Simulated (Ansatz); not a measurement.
**How far each method lies from UCCSDT(Q) for HOC, doublet**

Geometry: a PBE0/def2-TZVP stationary point for this spin, not checked as a minimum.

```xyz
3

O     0.0000   -0.1013    0.5002
C     0.0000    0.0736   -0.7526
H     0.0000    0.7302    1.0271
```

Basis cc-pVTZ; Ansatz 0.2.0. Correlated methods freeze the noble-gas cores, which leaves 11 electrons in 72 orbitals. R marks a restricted (for open shells ROHF) determinant, U an unrestricted one. Active spaces: valence = (11e, 9o) chosen from the atoms' valence shells.

Full CI isn't at hand for all of this; UCCSDT(Q) serves as the reference, and is uncertain by the last step of the cluster series or more. The frozen core follows each run's orbitals, which can shift R against U totals by a few meV.

```
UHF ⟨S²⟩                          : 0.762
T1 diagnostic (RCCSD)             : 0.0225
largest doubles amplitude (RCCSD) : 0.076
T1 diagnostic (UCCSD)             : 0.0198
```

```tsv
level	E − E(RHF) (eV)
UHF	-0.1409
RMP2	-9.5786
UMP2	-9.5572
RCCSD	-9.9987
UCCSD	-10.0023
RCCSD(T)	-10.3958
UCCSD(T)	-10.3956
```

(1) Estimate how far UCCSDT(Q) in cc-pVTZ lies from RCCSD(T). The table doesn't fix it; the size of (T) and the diagnostics are the guide.

(1) UCCSDT(Q) in cc-pVTZ lies 3.3 kJ/mol below RCCSD(T), which is 9 % of the (T) step (-38.3 kJ/mol). The diagnostics are small and one determinant leads, so the series closes fast and only a small part of (T) is left.

The other levels:

| level | E − E(UCCSDT(Q)) (kJ/mol) | share of correlation (%) | wall time |
| --- | --- | --- | --- |
| BCCD(T) | 3.1 | 99.70 | 11 s (H100) |
| RCCSDT | 2.0 | 99.80 | – |
| UCCSDT | 2.0 | 99.81 | – |
| RCCSDT(Q) | 0.4 | 99.96 | 27 s (H100) |
| CASSCF (valence space) | 728.9 | 27.57 | – |
| NEVPT2 (valence space) | 141.0 | 85.99 | 3.5 s |
| MRCISD (valence space) | 57.1 | 94.32 | – |
| MRCISD+Q (valence space) | 12.2 | 98.79 | 18 s (H100) |

The correlation energy at UCCSDT(Q), counted from RHF, is -10.430 eV. That run took 21 s on 2 threads of AMD EPYC 7R13 with a shared H100 80 GB, shared host.

Times hold each run's SCF and search for its determinant on a shared host, so for small cases they say little of a method's own cost; rows without a card ran on 1 thread of AMD EPYC 7R13. Some runs computed forces too.

Natural occupations of CASSCF (valence space) about the gap: 1.996 1.979 1.975 1.968 1.003 0.034 0.025 0.023; effectively unpaired electrons, Σ n²(2−n)², 1.02.

Atomization energy (electronic, same basis, no zero-point term; atoms at the same level, unrestricted beside the R rows where the molecule is a closed shell, with restricted open-shell steps beyond CCSDT(Q)) at UCCSDT(Q): 957.6 kJ/mol. Errors of other levels:

```
                   level  error (kJ/mol)
                     RHF          -315.3
                     UHF          -330.5
                    RMP2            28.4
                    UMP2            26.5
                   RCCSD           -25.6
                   UCCSD           -26.1
                RCCSD(T)            -0.7
                UCCSD(T)            -1.2
                 BCCD(T)            -0.4
                  RCCSDT            -1.4
                  UCCSDT            -1.7
               RCCSDT(Q)             0.0
  CASSCF (valence space)           -87.9
  NEVPT2 (valence space)           -21.7
  MRCISD (valence space)           -34.5
MRCISD+Q (valence space)           -12.3
```

This basis is far from its limit, so the value isn't to be set against a measured one. Truncated CI isn't size-consistent, which counts against it in atomization.
